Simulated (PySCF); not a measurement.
Species: C4H7F.
Geometry (GFN2-xTB, Å), atoms numbered from 1 in this order:
```xyz
12
C4H7F angstrom
C     -1.5842    0.1456   -0.3639
C     -0.3843    0.3722    0.5557
C      0.7399   -0.5476    0.2093
C      1.9239   -0.1316   -0.1917
F      2.9138   -0.9901   -0.5030
H     -2.4025    0.8060   -0.0878
H     -1.3122    0.3449   -1.3975
H     -1.9306   -0.8826   -0.2921
H     -0.6892    0.1849    1.5886
H     -0.0512    1.4086    0.4818
H      0.5444   -1.6081    0.2818
H      2.2334    0.8971   -0.3073
```

The closed-shell ground state was solved at several levels (PySCF, density fitting, gas phase, non-relativistic).

```
              level  basis functions  HOMO (eV)  LUMO (eV)  gap (eV)  dipole (D)
      PBE0/pcSseg-1              120      -7.24       0.58      7.82        1.80
CAM-B3LYP/def2-SVPD              159      -8.69       1.33     10.02        1.94
```

Q: What might B3LYP/pcJ-1 (205 basis functions) give for the same quantities?

A: HOMO -7.00 eV, LUMO 0.33 eV, gap 7.33 eV, dipole 1.79 D.

Q: Over all these levels, which gives the widest orbital gap and which the narrowest?

A: CAM-B3LYP/def2-SVPD (range-separated hybrid) has the widest, 10.02 eV, and B3LYP/pcJ-1 (global hybrid, 20 % exact exchange) the narrowest, 7.33 eV. Functional and basis both differ between the two, so the spread mixes both effects.

Q: How far do the dipole and the HOMO energy spread over the levels?

A: The dipole runs from 1.79 to 1.94 D (mean 1.84 D) and the HOMO from -8.69 to -7.00 eV.

One conformer stands for the species.
